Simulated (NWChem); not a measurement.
**Lowest excitation of ethylamine (C2H7N)**

```
C
H 1 1.1043
H 1 1.1133 2 105.82
N 1 1.4605 2 107.84 3 -122.52
H 4 1.0203 1 110.51 2 58.47
H 4 1.0216 5 105.90 1 -119.12
C 1 1.5253 2 109.10 3 116.98
H 7 1.1012 1 110.49 2 62.24
H 7 1.1018 8 108.77 1 122.45
H 7 1.1039 8 107.64 9 116.15
```
Charge 0, spin multiplicity 1.

All runs are NWChem calculations. The geometry was optimised at B3LYP/def2-SVP, a minimum by its harmonic frequencies. It is one conformer; others weren't searched.

Basis set: 6-31+G*.

The correlated methods keep 3 core orbitals frozen. B3LYP has NWChem's definition, with VWN1-RPA local correlation. The Pople sets run with spherical d functions. Coupled-cluster values serve here as a point of comparison, not as the truth.

Problem. Order these methods by the lowest vertical singlet excitation energy they give, lowest first: TD-PBE0, EOM-CCSD, CIS, TD-PBE.

Solution. TD-PBE (5.12 eV), TD-PBE0 (5.84 eV), EOM-CCSD (6.03 eV), CIS (7.21 eV)
